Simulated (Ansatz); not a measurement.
Born–Oppenheimer molecular dynamics of BClH4O (7 atoms, charge 0, multiplicity 1). It starts at the highest image of a converged band, a first-order saddle point between two minima.

Computed with Ansatz, RKS B3LYP-D4/def2-SVP.

```yaml
ensemble: NVE (velocity Verlet)
time_step: 0.5 fs
steps_asked: 200
starting_velocities_drawn_for: 100 K
seed: 10634
```

First frame:

```xyz
7
Properties=species:S:1:pos:R:3
B 0.037 0.059 0.151
O -0.059 -0.059 1.632
H -0.951 -0.304 1.919
H 1.137 -0.129 -0.279
H -0.969 -0.184 -0.460
Cl 0.042 2.286 0.489
H 0.004 1.215 1.573
```

**Question.** How far do the bonds stretch over the last three quarters of this one trajectory? (Pairs bonded in most of those frames.)

**Answer.** 
```csv
bond,mean (Å),spread (Å),shortest,longest
B1–H4,1.203,0.005,1.19,1.21
B1–H5,1.209,0.012,1.19,1.23
B1–Cl6,1.850,0.139,1.64,2.07
O2–H3,0.971,0.010,0.95,0.99
O2–H7,0.980,0.033,0.93,1.03
```

Mean temperature of the second half: 510 K. The conserved energy stayed within 0.21 meV per atom of its start (net change -0.15 meV per atom), so the integration is sound. The kinetic energy rose, since the run started high on the potential surface and went downhill. A run of 0.1 ps of so small a system gives no equilibrium averages. The orbitals stay closed-shell, which can raise the energy where a bond breaks towards radicals; this wasn't checked here.

The run took 4.5 min on 1 thread of Intel(R) Xeon(R) Platinum 8488C (Sapphire Rapids), with other jobs on the host, peak memory 0.13 GiB.
